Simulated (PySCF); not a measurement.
Trends in electronic spectra. Computed with PySCF 2.14.0, density-fitted response routines, TDDFT wB97X-D/def2-SVPD, vertical, gas phase, core orbitals frozen in the response, def2 core potentials past Kr. Geometries: PBE0-D3(BJ)/def2-SVP; one conformer of each isolated species. Triplets are in the Tamm–Dancoff approximation. Atoms past krypton carry core potentials; spin–orbit coupling is left out.

Question: Rank by computed HOMO–LUMO gap, lowest first.
A. `[Cl][Sn]([Cl])([Cl])[Cl]` (SnCl4)
B. `CN` (CH5N)
C. `[F][Zr]([F])([F])[Cl]` (ClF3Zr)
D. `c1(sccc1)C(C)=S` (C6H6S2)

Answer: D (7.17 eV), A (9.66 eV), B (11.37 eV), C (11.81 eV).

```csv
SMILES,gap (eV),HOMO (eV),first f ≥ 0.01 (nm),S1 (eV),α (au),S1 mainly
CC(=S)c1cccs1,7.17,-8.24,315,2.27,115.9,H→L (95%)
[Cl][Sn]([Cl])([Cl])[Cl],9.66,-11.75,222,5.12,92.5,H-1/H→L (≥96%)
CN,11.37,-8.83,158,6.52,25.0,H→L (88%)
[F][Zr]([F])([F])[Cl],11.81,-11.96,167,6.74,49.3,H-1/H→L/L+1 (≥94%)
```

H and L stand for HOMO and LUMO. A slash joins orbitals within 0.01 eV of each other, whose weights are summed (≥ marks a lower bound).

- `CC(=S)c1cccs1`: Löwdin shares by element: HOMO sulfur 76% or more, carbon 16% or more; LUMO carbon 45% or more, sulfur 28% or more (atoms not listed hold the other 27%).
- `[Cl][Sn]([Cl])([Cl])[Cl]`: Löwdin shares by element: HOMO (one of a set within 0.03 eV) chlorine 97% or more; LUMO chlorine 57% or more, tin 25% (atoms not listed hold the other 18%).
- `CN`: Löwdin shares by element: HOMO nitrogen 64%, carbon 15%, hydrogen 13% or more; LUMO carbon 43%, hydrogen 20% or more, nitrogen 12% (atoms not listed hold the other 24%).
- `[F][Zr]([F])([F])[Cl]`: for S1 the Löwdin share of zirconium is 8% in HOMO and 71% in LUMO (ligand-to-metal charge transfer by this measure).
